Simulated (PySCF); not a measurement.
# Cl2HSi: the cost of one run

Computed with PySCF 2.14.0; each step states its level. No surroundings beyond the atoms listed, unless a continuum is named. Atoms count from 0, parts from 1.

## (1) Starting point

4 atoms, charge -1, multiplicity 1; geometry: GFN2-xTB. Parts: 1 = atoms 0–2, `Cl[Si]Cl`, charge 0; 2 = atom 3, `[H-]`, charge -1. In the given geometry H3 is bonded to Si1 (1.50 Å), so values for the parts refer to these atom groups.

## (2) Relaxing the molecule at PBE0-D3(BJ)/def2-SVPD

What the job is given:

```
{"job": {"xc": "PBE0", "basis": "def2-SVPD", "d3": "d3bj", "grid": 2, "kind": "geom", "shake": 0.01}, "charge": -1, "multiplicity": 1, "parts": [{"atoms": "0-2", "charge": 0, "multiplicity": 1}, {"atoms": "3-3", "charge": -1, "multiplicity": 1}]}
Cl    -0.680736    -0.814954     1.559963
Si     0.848888     0.462602     0.589120
Cl     0.408641     0.110338    -1.568234
H      1.908074    -0.604070     0.647136
```

Started as:

```console
OMP_NUM_THREADS=1 python cluster_run.py task.json out
```

One launch serves the whole session: the jobs run in the order shown.

Q: Estimate the wall time and peak memory of this first job on 1 thread of Arm Neoverse V2, shared host.

About 10 s, with a peak of 0.38 GiB.
